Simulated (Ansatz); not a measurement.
# Pt⁺, doublet: from triple and quadruple zeta to the limit

A free Pt cation.

Ansatz 0.2.0, UHF determinant, valence electrons correlated, core potentials past Kr. Energies in eV.

| set | X | functions | Hartree–Fock | MP2 correlation | CCSD(T) correlation | time |
| --- | --- | --- | --- | --- | --- | --- |
| def2-TZVPP | 3 | 56 | -3214.2474 | -6.9717 | -7.0129 | 14 s on 1 × NVIDIA H100 80GB HBM3 with 1 thread of AMD EPYC 7R13 Processor (Zen 3) (shared host) |
| def2-QZVPP | 4 | 88 | -3214.2603 | -7.4071 | -7.4259 | 16 s on 1 × NVIDIA H100 80GB HBM3 with 1 thread of AMD EPYC 7R13 Processor (Zen 3), with other jobs on the host |

Hartree–Fock is taken to follow E(X) = E∞ + A·exp(−7.88·√X), correlation E(X) = E∞ + B·X^−2.97.

Cautions: no spin-orbit coupling; outer-core shells of the metal frozen; ⟨S²⟩ of the determinant is 0.91 against 0.75, spin contaminated.

Task: Work out the CCSD(T) energy at the limit, and how far the shortcut misses it that extrapolates MP2 and adds CCSD(T) minus MP2 from the smaller set.

Result: Hartree–Fock: E∞ = E4 + 0.1377·(E4 − E3) = -3214.2621. Correlation: E∞ = E4 + 0.7407·(E4 − E3) = -7.7319 for CCSD(T) and -7.7296 for MP2. The limit is -3221.9940 eV, 0.308 eV below def2-QZVPP. The shortcut gives a correlation energy of -7.7296 + (-0.0412) = -7.7708, 39 meV lower than the direct value.

The exponents were fitted on light atoms, and def2 sets of heavy atoms don't grow evenly, so the limit is rough here.
